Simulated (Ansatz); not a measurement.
Reaction (SMILES): C (CH4) → [CH3] (CH3) + H atom
B3LYP-D3(BJ)/def2-TZVP geometries, fixed; electronic energies without zero-point terms.

The bond dissociation energy at MP2 with Ansatz (a program for electronic structure), in kcal/mol, split into its Hartree-Fock and correlation parts. Cores are frozen. Open shells are unrestricted. No added dispersion term, no relativity. Functions are those of the species that has most.

| basis | X | functions | Hartree-Fock | MP2 |
|---|---|---|---|---|
| aug-cc-pVDZ | 2 | 59 | 84.39 | 106.73 |
| aug-cc-pVTZ | 3 | 138 | 85.21 | 110.65 |
| aug-cc-pVQZ | 4 | 264 | 85.25 | 111.49 |

Worked estimate of the basis-set limit from each neighbouring pair, with Hartree-Fock from the larger set and the correlation part extrapolated as X^-3.
Correlation parts: X = 2: 22.34, X = 3: 25.44, X = 4: 26.24.
- (2,3): (27·(25.44) - 8·(22.34))/19 = 26.75; with Hartree-Fock 85.21 the estimate is 111.96 kcal/mol.
- (3,4): (64·(26.24) - 27·(25.44))/37 = 26.82; with Hartree-Fock 85.25 the estimate is 112.07 kcal/mol.
The last two estimates differ by 0.12 kcal/mol; the largest set lies 0.58 from the last. Over the last step Hartree-Fock moves by 0.04 and the correlation part by 0.80.
